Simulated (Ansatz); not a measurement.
# H4Si, SMILES [SiH4]: an active-space calculation

Program: the Ansatz DFT code, driven from Python.

The cells in order, each with its output:

```python
import ansatz as az
```

```python
geometry = (
    az.Crystal.molecule()
    .atom("Si", (-2e-05, 0.00027, -0.00078))
    .atom("H", (0.95125, -0.67731, 0.87641))
    .atom("H", (-1.30898, 0.0442, 0.64596))
    .atom("H", (-0.10316, -0.72917, -1.26215))
    .atom("H", (0.46091, 1.36202, -0.25944))
)
```

```python
calc = (
    geometry.calculation()
    .basis(gaussian="def2-SVP")
    .correlation(active_electrons=4, active_orbitals=4)
)
for method in [None]:
    summary = (calc if method is None else calc.correlation(method)).run(threads=1, pin="off").report
    space = summary["configurations"]
    state = space["states"][0]
    print(method or "casscf", f"total {summary['free_energy_ev'] / 27.211386246:.6f} Ha, active-space state {state['energy']['hartree']:.6f} Ha, mean field {summary['reference_energy_ev'] / 27.211386246:.6f} Ha")
    print("  determinants", state["n_determinants"], " natural occupations", [round(n, 3) for n in space["natural_occupations"]])
```

    casscf total -291.179223 Ha, active-space state -291.179223 Ha, mean field -291.153266 Ha
      determinants 36  natural occupations [1.984, 1.98, 0.02, 0.015]

What to keep in mind:
- Total energies depend on the basis set; only differences at equal settings carry meaning.
- The geometry is a force-field or estimated start, not a minimum of this method, and the basis set is short of its limit. The active space starts as a window about the frontier orbitals and is then optimised, not chosen by chemistry.
- The whole script took 0.8 s on 1 thread of Arm Neoverse V2 (shared host), peak memory 0.13 GiB.
